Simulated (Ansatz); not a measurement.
Ideal-gas functions of C₄H₃F (`C=C=C=CF`) at 800 K and 1 bar, from an Ansatz frequency run at PBE0-D4/def2-TZVP.

Molar mass 70.07 g/mol, point group Cs (symmetry number 1), electronic degeneracy 1, moments of inertia 12.173, 229.941, 242.113 u Å². Harmonic wavenumbers (cm⁻¹, unscaled): 136, 201, 349, 529, 577, 590, 848, 860, 923, 1009, 1171, 1330, 1435, 1727, 2227, 3155, 3209, 3238.

Use S(trans) = R[1.5 ln M + 2.5 ln T − 1.1517]; rotational temperatures θ = 24.2544 K / I; S(rot) = R[ln(√π/σ · √(T³/θAθBθC)) + 1.5]; for each mode x = 1.438777 ν̃/T, S = R[x/(eˣ − 1) − ln(1 − e⁻ˣ)] and H = RT x/(eˣ − 1); 1 cm⁻¹ = 0.0119627 kJ/mol; R = 8.31446 J/(mol·K).

Task: By hand: the entropy, in J/(mol·K).

Result: Translation 182.4. Rotation: θ = 1.9925, 0.1055, 0.1002 K, giving 116.6. Vibration, mode by mode: 20.04, 16.82, 12.32, 9.04, 8.37, 8.20, 5.57, 5.47, 4.99, 4.41, 3.51, 2.80, 2.41, 1.59, 0.77, 0.19, 0.18, 0.17, in all 106.9. Electronic 0.0. Sum 405.9 J/(mol·K).

Task: By hand: H − E and G − E in kJ/mol, counted from the electronic energy.

Result: Zero-point energy ½ × 23514 × 0.0119627 = 140.6; thermal vibration 45.0; translation, rotation and pV give 4 RT = 26.6. H − E = 212.2 kJ/mol, and G − E = 212.2 − 800 × 405.9/1000 = -112.5 kJ/mol.

Vibration gives 26 % of the entropy, 20.0 J/(mol·K) of it from the mode under 150 cm⁻¹: soft modes count most, and the harmonic formula is weakest for them.
